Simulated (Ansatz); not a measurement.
C4H11P (`CC(C)(C)P`), charge 0, multiplicity 1.

Task: Give a relaxed structure at PBE0-D4/def2-TZVP (Ansatz 0.2.0). (Best estimate.)

Result: The calculation gave: 
Z-matrix (Å, degrees):
```
C
C 1 1.523
H 1 1.092 2 111.4
H 1 1.092 2 111.4 3 120.6
H 1 1.096 2 110.3 3 -119.7
C 2 1.527 1 110.0 3 -179.8
C 2 1.527 1 110.0 3 59.1
P 2 1.872 1 112.6 3 -60.3
H 6 1.093 2 111.5 1 59.0
H 6 1.093 2 111.6 1 179.9
H 6 1.095 2 110.0 1 -60.4
H 7 1.093 2 111.5 1 -59.1
H 7 1.093 2 111.6 1 -179.9
H 7 1.095 2 110.0 1 60.3
H 8 1.422 2 97.4 1 -47.2
H 8 1.422 2 97.4 1 47.0
```
Point group Cs.
This is one stationary point; other conformers may exist.
